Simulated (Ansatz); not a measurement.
A calculation with Ansatz (development build ahead of 0.2.0).

```yaml
crystal:
  periodic: [false, false, false]
  atoms:
    - { symbol: C, position_ang: [1.39, 0.0, 0.0] }
    - { symbol: C, position_ang: [0.695, 1.20378, 0.0] }
    - { symbol: C, position_ang: [-0.695, 1.20378, 0.0] }
    - { symbol: C, position_ang: [-1.39, 0.0, 0.0] }
    - { symbol: C, position_ang: [-0.695, -1.20378, 0.0] }
    - { symbol: C, position_ang: [0.695, -1.20378, 0.0] }
    - { symbol: H, position_ang: [1.24, 2.14774, 0.0] }
    - { symbol: H, position_ang: [-1.24, 2.14774, 0.0] }
    - { symbol: H, position_ang: [-2.48, 0.0, 0.0] }
    - { symbol: H, position_ang: [-1.24, -2.14774, 0.0] }
    - { symbol: H, position_ang: [1.24, -2.14774, 0.0] }
basis:
  gaussian: { orbitals: cc-pVDZ }
magnetization:
  spin_polarized: true
  initial_magnetization: 1
hamiltonian:
  xc: hf
correlation:
  method: mp2
  frozen_orbitals: { C: 1, H: 0 }
```

The input is written out in the form of the current development build from the run's settings.

Results

* Converged: yes
* Reference energy: -230.08063 hartree
* Correlation energy: -0.70429 hartree
* Total energy: -230.78491 hartree
* Spin squared of the determinant: 1.357

Caution: the unrestricted determinant is spin contaminated.
